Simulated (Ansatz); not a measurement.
Energy needed to pull apart CH5BS (SMILES CBS), singlet, into free ground-state atoms, from the structure below (displaced at random from a GFN2-xTB minimum); no zero-point or spin–orbit terms; open-shell atoms are treated unrestricted, in their ground-state multiplicity.

C1  (-0.609, 0.888, -0.293)
B2  (0.432, -0.282, -0.148)
S3  (0.362, -1.351, 1.409)
H4  (-1.543, 0.482, -0.822)
H5  (-0.265, 1.765, -0.859)
H6  (-1.014, 1.308, 0.693)
H7  (1.257, -0.515, -1.040)
H8  (1.418, -2.208, 1.084)
(Å)

Ansatz 0.2.0; basis: def2-TZVPP; cores frozen in the correlated methods.

```
      method  atomization energy (eV)
      PBE-D4                    29.84
   r2SCAN-D4                    29.57
     PBE0-D4                    29.49
    BHLYP-D4                    28.78
CAM-B3LYP-D4                    29.44
     wB97M-V                        ?
          HF                    22.44
         MP2                    28.82
        CCSD                        ?
     CCSD(T)                    28.63
```

What does CCSD give? (An estimate is asked for; the value comes from the calculation.)

The calculation gives: 28.27 eV, which is about 0.36 eV less than CCSD(T)/def2-TZVPP.

What does wB97M-V give? (Judge from chemistry; the value comes from the calculation.)

Computed: 29.50 eV, which is about 0.88 eV more than CCSD(T)/def2-TZVPP.

In triple zeta the MP2 and coupled-cluster atomization energies are still short of their basis limit by a few kcal/mol a bond, whereas those of the functionals are nearly converged, so these differences are not deviations from converged CCSD(T).

No T1 diagnostic of these runs exceeds 0.014.

For scale, one of the runs: CCSD(T)/def2-TZVPP forces, 174 basis functions (an equivalent command: `ansatz run in.yaml --threads 4`). Time: 110 s of wall clock on 4 CPU threads; the host was shared. Peak host memory: 2.9 GiB.
